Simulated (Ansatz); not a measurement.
# AlH₄OP: vertical ionisation energy

Aim: the vertical ionisation energy of AlH₄OP, as cation minus neutral at the neutral's geometry, on several levels, and how well −ε(HOMO) stands in for it.

Computed with Ansatz 0.2.0, Gaussian basis. Level: unrestricted cation, the program's frozen cores in correlated methods.

Levels to be run: UKS PBE-D4/def2-TZVPP; UKS r2SCAN-D4/def2-TZVPP; UKS PBE0-D4/def2-TZVPP; UKS B3LYP-D4/def2-TZVPP; UKS wB97X-V/def2-TZVPP; UKS wB97M-V/def2-TZVPP; UKS B2PLYP/def2-TZVPP; UHF-CCSD(T)/def2-TZVPP; UHF-MP2/def2-QZVPP; extrapolation to the limit; then −ε(HOMO) from the neutral's earlier runs with LDA (SPW92), PBE-D4, revPBE-D4, BLYP-D4, r2SCAN-D4, B97M-V, PBE0-D4, B3LYP-D4, r2SCANh-D4, r2SCAN0-D4, HSE06-D4, BHLYP-D4, CAM-B3LYP-D4, LC-ωPBE, ωB97X-V, ωB97M-V.

### 1 The geometry

An earlier PBE0-D4 in a triple-zeta def2 set relaxation fixed the geometry.

SMILES `[AlH2][O]P`, 7 atoms, charge 0, spin multiplicity 1.

Atoms are counted from 1 here; the program's logs count them from 0.

Bond lengths: Al1–O2 1.689 Å, Al1–H4 1.580 Å, Al1–H5 1.576 Å, O2–P3 1.623 Å, P3–H6 1.428 Å, P3–H7 1.432 Å. Angles: O2–Al1–H4 118.3°, O2–Al1–H5 116.4°, H4–Al1–H5 125.3°, Al1–O2–P3 150.2°, O2–P3–H6 99.3°, O2–P3–H7 101.1°, H6–P3–H7 91.2°.

Coordinates:

```xyz
7

Al   -1.23859    0.35947   -0.74318
O     0.21517    0.49166    0.10667
P     1.70114   -0.06340    0.45176
H    -1.50974   -0.96412   -1.56263
H    -2.22054    1.58811   -0.64773
H     1.64410   -0.00358    1.87705
H     1.46956   -1.47615    0.47226
```

### 2 Cation, UKS PBE-D4/def2-TZVPP

The input, in.yaml:

```yaml
crystal:
  periodic: [false, false, false]
  atoms:
    - {symbol: Al, position_ang: [-1.238594, 0.359467, -0.743177]}
    - {symbol: O, position_ang: [0.215168, 0.491660, 0.106670]}
    - {symbol: P, position_ang: [1.701140, -0.063396, 0.451759]}
    - {symbol: H, position_ang: [-1.509737, -0.964118, -1.562630]}
    - {symbol: H, position_ang: [-2.220538, 1.588114, -0.647734]}
    - {symbol: H, position_ang: [1.644100, -0.003577, 1.877047]}
    - {symbol: H, position_ang: [1.469560, -1.476152, 0.472264]}
basis:
  gaussian: {orbitals: def2-TZVPP}
total_charge: 1
magnetization: {spin_polarized: true, initial_magnetization: 1}
hamiltonian: {xc: pbe, dispersion: d4}
```

Started as:

```sh
$ ansatz run in.yaml --threads 2 --pin off --events-out ev --progress --plain --max-ram 4352MiB
```

The runs that follow: Cation, UKS r2SCAN-D4/def2-TZVPP; Cation, UKS PBE0-D4/def2-TZVPP; Cation, UKS B3LYP-D4/def2-TZVPP; Cation, UKS wB97X-V/def2-TZVPP; Cation, UKS wB97M-V/def2-TZVPP; Cation, UKS B2PLYP (frozen core)/def2-TZVPP; Cation, UHF-CCSD(T)/def2-TZVPP; Cation, UHF-MP2/def2-QZVPP.

Before running them: what should the planned runs give, taken together? Wanted: ionisation energy, CCSD(T)/CBS; nearest functional by difference; nearest −ε(HOMO); −ε(HOMO) of PBE; T1 of the cation.

As calculated:

| quantity | value |
| --- | --- |
| ionisation energy, CCSD(T)/CBS | 9.47 eV |
| nearest functional by difference | ωB97M-V (-0.12 eV) |
| nearest −ε(HOMO) | LC-ωPBE (+0.12 eV) |
| −ε(HOMO) of PBE | 5.75 eV |
| T1 of the cation | 0.023 |

What this shows: By cation minus neutral, the functionals miss by 0.43 eV at most. The PBE orbital energy is 3.7 eV too small: a semilocal HOMO is no ionisation energy. Among orbital estimates LC-ωPBE comes nearest. Hartree-Fock falls 1.00 eV short, as the neutral has more correlation energy than the cation. The cation may have settled in a state other than its lowest; no search over hole states beyond the program's own was made.
